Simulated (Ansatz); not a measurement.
Process, species as SMILES: CS (CH3-SH) → CH4S+ (doublet, bonded as CS) + e-
B3LYP-D3(BJ)/def2-TZVP geometries, fixed; electronic energies without zero-point terms.

Basis-set convergence of the adiabatic ionisation energy at CCSD(T) with Ansatz (a first-principles code). Cartesian d functions, on some or all atoms, in 6-31G*, 6-31+G*, 6-311G**, 6-311+G**; all else is spherical. Cores are frozen. Open shells are unrestricted. No added dispersion term, no relativity. Functions are those of the species that has most. Reference: Hartree-Fock in cc-pV(Q+d)Z plus the correlation part extrapolated as X^-3 from cc-pV(T+d)Z and cc-pV(Q+d)Z, 9.509 eV, itself unsure by roughly 0.025 eV (a third of the extrapolation step and of the last Hartree-Fock step). Deviations are taken from unrounded values.

```tsv
basis	functions	adiabatic ionisation energy (eV)
6-31G*	42	8.933
6-31+G*	50	8.966
def2-SVP	52	9.020
def2-SVPD	79	9.243
pcseg-1	52	9.095
aug-pcseg-1	86	9.180
cc-pV(D+d)Z	57	9.038
aug-cc-pV(D+d)Z	91	9.238
6-311G**	69	9.062
6-311+G**	77	9.071
def2-TZVP	92	9.300
def2-TZVPD	119	9.339
pcseg-2	120	9.261
aug-pcseg-2	188	9.358
cc-pV(T+d)Z	125	9.335
aug-cc-pV(T+d)Z	193	9.403
def2-TZVPP	129	9.337
def2-TZVPPD	156	9.368
def2-QZVPP	247	9.438
def2-QZVPPD	274	9.445
```

What the diffuse functions change, pair by pair:
- 6-31G* to 6-31+G*: 8 more functions, deviation -0.576 to -0.543 eV
- def2-SVP to def2-SVPD: 27 more functions, deviation -0.490 to -0.267 eV
- pcseg-1 to aug-pcseg-1: 34 more functions, deviation -0.415 to -0.329 eV
- cc-pV(D+d)Z to aug-cc-pV(D+d)Z: 34 more functions, deviation -0.472 to -0.271 eV
- 6-311G** to 6-311+G**: 8 more functions, deviation -0.447 to -0.439 eV
- def2-TZVP to def2-TZVPD: 27 more functions, deviation -0.210 to -0.170 eV
- pcseg-2 to aug-pcseg-2: 68 more functions, deviation -0.249 to -0.152 eV
- cc-pV(T+d)Z to aug-cc-pV(T+d)Z: 68 more functions, deviation -0.174 to -0.106 eV
- def2-TZVPP to def2-TZVPPD: 27 more functions, deviation -0.173 to -0.142 eV
- def2-QZVPP to def2-QZVPPD: 27 more functions, deviation -0.071 to -0.064 eV

They bring the value nearer the reference by more than 0.025 eV in 8 of 10 pairs.
